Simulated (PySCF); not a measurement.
## Carbon: a sound run and one with changed settings

Sound run: C [He] 2s2 2p2, C⁺ [He] 2s2 2p1. All numbers are calculated (PySCF 2.14, scalar relativity by spin-free X2C-1e, in x2c-SVPall). In the sound run the correlated levels freeze 1s2. The sound run starts from symmetry-adapted Hartree-Fock orbitals and uses a fine grid where one is needed.

Changed run: a valence shell is frozen. This setting is unsound on purpose.

```tsv
species	method	sound run (hartree)	changed run (hartree)	converged
C	MP2	-37.71013	-37.66538	yes
C	CCSD(T)	-37.73021	-37.66722	yes
```

Ionisation energy of C:

| method | sound run (eV) | changed run (eV) |
| --- | --- | --- |
| UHF | 10.908 | 10.908 |
| MP2 | 11.134 | 11.054 |
| SCS-MP2 | 11.023 | 10.957 |
| CCSD | 10.977 | 11.104 |
| CCSD(T) | 10.985 | 11.104 |
| CCSDT | n/a | 11.104 |
| FCI | n/a | 11.104 |

Freezing a valence shell removes pair correlation that changes on ionisation.

For comparison, NIST gives 11.260 eV between the lowest levels.
